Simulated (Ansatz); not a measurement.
Mulliken charges of CH3AlS, SMILES `[CH2]1[AlH][S]1` from PBE/def2-TZVPP in Ansatz (PBE0-D4/def2-TZVP geometry).

```
atom   x (Å)   y (Å)   z (Å)  charge (e)
  C1  -0.232  -0.186  -0.764      -0.267
 Al2   0.240   0.502   0.957       0.288
  S3   0.529  -1.512   0.378      -0.197
  H4  -1.254  -0.441  -1.034       0.110
  H5   0.382  -0.030  -1.647       0.110
  H6   0.378   1.603   2.064      -0.044
```

Problem. By hand: the dipole of these point charges (1 e Å = 4.8032 D).

Solution. Σ q r = (-0.086, 0.370, 0.019) e Å, of length 0.380 e Å = 1.83 D.

Problem. How does the dipole of the full density compare? (Estimate.)

Solution. Ansatz gave: (-0.086, 0.435, 0.061) e Å, 2.15 D; the point charges give 0.85 times that, at 5° from its direction.

Point charges leave out the atoms' own dipoles, such as those of lone pairs, and Mulliken's split depends on the basis, so the close match here is no proof of good charges.
